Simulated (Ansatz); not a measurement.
Computed with Ansatz on PBE0-D4/def2-TZVP structures; ΔE is electronic, products minus reactants. CCSD(T)/CBS is the MP2 limit (def2-TZVPP, def2-QZVPP) plus CCSD(T) − MP2 in def2-TZVPP, frozen cores. Functionals use def2-TZVPP. HSE06 is defined as in plane-wave codes.

`CCC#CF` → `C#CC(C)F`  (isomerisation)

```csv
level,ΔE (eV)
CAM-B3LYP-D4,-0.61
BLYP,-0.59
HSE06,-0.52
LC-ωPBE,-0.52
```

(1) What does CCSD(T)/CBS give? (Estimate.)

Largest T1 diagnostic among the species: 0.011.

Answers

(1) The calculation gave: -0.67 eV. The listed levels differ from it by 0.06, 0.08, 0.15, 0.15 eV.

From BLYP to BHLYP (50 % exact exchange), in def2-TZVPP and without D4, ΔE moves by −0.04 eV. At CCSD(T), def2-SVP lies +0.14 eV from the extrapolated value and def2-TZVPP +0.01 eV.
